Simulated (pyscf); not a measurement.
Optimised with ωB97X-D3(BJ)/def2-SVP in PySCF. MP2 and CC: frozen core, UHF for open shells. ΔMP2 is the change of the MP2 total energy from the triple- to the quadruple-zeta basis.

PBE/def2-TZVP puts the barrier of H₂O (SMILES O) + H₂N–SiH₃ (SMILES N[SiH3]) → HO–SiH₃ (SMILES O[SiH3]) + NH₃ (SMILES N) (four-centre exchange; singlet surface; H–O, N–Si broken, O–Si, H–N formed) at 14.4 kcal/mol and the reaction energy at -10.4 kcal/mol, from the separated reactants. What do B3LYP-D3(BJ)/def2-TZVP, PBE0-D3(BJ)/def2-TZVP, CCSD(T)/def2-TZVPP + ΔMP2(QZVPP) give on the same structures?

B3LYP-D3(BJ): ΔE‡ = 19.0 kcal/mol, ΔE = -10.8 kcal/mol; PBE0-D3(BJ): ΔE‡ = 16.3 kcal/mol, ΔE = -9.9 kcal/mol; CCSD(T): ΔE‡ = 22.1 kcal/mol, ΔE = -9.9 kcal/mol. PBE's barrier lies under all of them, by 2.0 to 7.8 kcal/mol. Its reaction energy lies among theirs. On the reactant side the descent ends in a complex, 5.4 kcal/mol under the separated species and 24.3 kcal/mol under the saddle at ωB97X-D3(BJ)/def2-TZVP. On the product side the descent ends in a complex (not fully relaxed), 4.1 kcal/mol under the separated species and 33.1 kcal/mol under the saddle at ωB97X-D3(BJ)/def2-TZVP. At ωB97X-D3(BJ) the barrier from the zero used here is 18.9 kcal/mol. One saddle was located; it need not be the lowest between these sides. The CCSD(T) − MP2 part came from Ansatz, without density fitting, on the same reference.
